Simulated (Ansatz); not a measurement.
The cluster B3H2, relaxed as a doublet with UKS r2SCAN-D4/def2-TZVP in Ansatz, starting from the GFN2-xTB geometry. Force threshold 0.02 eV/Å.

The structure comes from a short search, and lower isomers may exist.

Start:

```xyz
5

B     0.874    0.236   -0.873
B     0.423   -0.875   -0.002
B    -0.238    0.927   -0.178
H    -1.119    1.449    0.368
H     0.060   -1.738    0.685
```

(1) Estimate the energy that the relaxation releases and the steps that it takes.

(2) Does the start keep its bonding and symmetry?

(3) Predict the relaxed structure.

Answers

(1) 2.2 kcal/mol, in 6 steps; 23 s on 4 threads of Arm Neoverse N1 on a shared host. No frequencies were taken in this run, so the end may be a saddle point.

(2) By distances, no bond broke or formed. The bond that changes most is B1–B3, from 1.48 to 1.53 Å (atoms count from 1). Point group C2v at the start, C2v at the end, both within 0.05 Å.

(3) 
Cartesian coordinates in Å:
```
B 0.898 0.243 -0.895
B 0.407 -0.887 0.018
B -0.263 0.926 -0.161
H -1.138 1.531 0.353
H 0.097 -1.813 0.684
```
Bond lengths: 3 × B–B 1.53 to 1.94 Å; 2 × B–H 1.18 Å.
